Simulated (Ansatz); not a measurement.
A made-up structure of AlH₂O₂, doublet:

O1  (-0.983, -1.101, 1.464)
Al2  (-0.411, -0.291, -0.210)
O3  (1.053, 0.901, -0.216)
H4  (-1.286, -0.701, -1.675)
H5  (1.627, 1.192, 0.638)
(Å)

It is relaxed with PBE-D4/def2-SVP and then PBE0-D4/def2-TZVP (Ansatz 0.2.0). Atoms count as bonded within 1.22 times the sum of their covalent radii (H–H: 0.88 Å). The end point is not checked to be a true minimum.

(1) Does its bonding change? (A judgement: the text doesn't fix the answer.)

Results:

(1) The calculation gives: No: no bond forms or breaks.

Where it ends: The first stage lowers the energy by 1.00 eV in 6 steps. It ends as AlH₂O₂ ([O][AlH][OH]):
```
5
angstrom
O -0.8780 -0.9832 1.3064
Al -0.3666 -0.2595 -0.1880
O 0.9400 0.8044 -0.1928
H -1.1484 -0.6263 -1.4952
H 1.4531 1.0647 0.5696
```

Labels in which every atom is bracketed show which atoms are joined, not bond orders.

For scale, one of the runs: PBE0-D4/def2-TZVP relaxation, 111 basis functions, launched by `ansatz run in.yaml --threads 2 --pin off --events-out ev --progress --plain --max-ram 4352MiB`. The run took about 36 s on 2 CPU threads of an Arm Neoverse V1 (shared host).
